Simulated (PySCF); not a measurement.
C2H5, SMILES [CH2]C, multiplicity 2. Geometry: PBE-D3(BJ)/def2-TZVP. The isomer is the one that the SMILES or the coordinates give; other isomers of the formula were not compared.

Computed equilibrium geometry at PBE-D3(BJ)/def2-TZVP (PySCF confirms it by a frequency run) as bond lengths and angles, and its point group:
point group Cs.
Atoms: C1 C2 H3 H4 H5 H6 H7. Bonds (Å): C1–C2 1.483, C1–H3 1.090, C1–H4 1.090, C2–H5 1.110, C2–H6 1.101, C2–H7 1.101. Bond angles (°): C2–C1–H3 121.0, C2–C1–H4 121.0, H3–C1–H4 117.5, C1–C2–H5 112.0, C1–C2–H6 112.0, C1–C2–H7 112.0, H5–C2–H6 106.0, H5–C2–H7 106.0, H6–C2–H7 108.3.
Charge 0, spin multiplicity 2.
